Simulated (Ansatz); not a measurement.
Ideal-gas functions of `CSC=N` at 500 K and 1 bar, from an Ansatz frequency run at PBE0-D4/def2-TZVP.

Molar mass 75.14 g/mol, point group Cs (symmetry number 1), electronic degeneracy 1, moments of inertia 45.932, 99.886, 142.642 u Å². Harmonic wavenumbers (cm⁻¹, unscaled): 131, 234, 243, 524, 722, 735, 775, 972, 980, 1055, 1184, 1343, 1377, 1446, 1462, 1669, 3059, 3073, 3169, 3174, 3506.

Use S(trans) = R[1.5 ln M + 2.5 ln T − 1.1517]; rotational temperatures θ = 24.2544 K / I; S(rot) = R[ln(√π/σ · √(T³/θAθBθC)) + 1.5]; for each mode x = 1.438777 ν̃/T, S = R[x/(eˣ − 1) − ln(1 − e⁻ˣ)] and H = RT x/(eˣ − 1); 1 cm⁻¹ = 0.0119627 kJ/mol; R = 8.31446 J/(mol·K).

By hand: the entropy, in J/(mol·K).

Translation 173.5. Rotation: θ = 0.5281, 0.2428, 0.17 K, giving 110.6. Vibration, mode by mode: 16.48, 11.76, 11.46, 5.65, 3.59, 3.48, 3.18, 2.03, 2.00, 1.68, 1.25, 0.86, 0.80, 0.68, 0.65, 0.40, 0.01, 0.01, 0.01, 0.01, 0.00, in all 66.0. Electronic 0.0. Sum 350.1 J/(mol·K).

By hand: H − E and G − E in kJ/mol, counted from the electronic energy.

Zero-point energy ½ × 30833 × 0.0119627 = 184.4; thermal vibration 18.6; translation, rotation and pV give 4 RT = 16.6. H − E = 219.6 kJ/mol, and G − E = 219.6 − 500 × 350.1/1000 = 44.6 kJ/mol.

Vibration gives 19 % of the entropy, 16.5 J/(mol·K) of it from the mode under 150 cm⁻¹: soft modes count most, and the harmonic formula is weakest for them. The sum counts one conformer and one mirror image; others add a mixing term.
